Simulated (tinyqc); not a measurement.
Worked calculation: RHF in the sto-3g basis, for HF, spin multiplicity 1. One step of it, computed by the program tinyqc.

Question. Orthogonalisation. S = U s U^T; symmetric (Loewdin) form X = U s^(-1/2) U^T, so that X^T S X = 1.

overlap S, lower triangle:
```
           1F 1s     1F 2s    1F 2px    1F 2py    1F 2pz     2H 1s
1F 1s   1.000000
1F 2s   0.237990  1.000000
1F 2px  0.000000  0.000000  1.000000
1F 2py  0.000000  0.000000  0.000000  1.000000
1F 2pz  0.000000  0.000000  0.000000  0.000000  1.000000
2H 1s   0.031842  0.335456  0.000000  0.000000  0.282320  1.000000
```

Give: eigenvalues of S; X.

Answer.

eigenvalues of S: 0.533  0.847  1.000  1.000  1.129  1.491

X, lower triangle:
```
         1F 1s   1F 2s  1F 2px  1F 2py  1F 2pz  2H 1s
1F 1s    1.023
1F 2s   -0.129   1.074
1F 2px   0.000   0.000   1.000
1F 2py   0.000   0.000   0.000   1.000
1F 2pz  -0.005   0.043   0.000   0.000   1.035
2H 1s    0.018  -0.196   0.000   0.000  -0.161  1.085
```
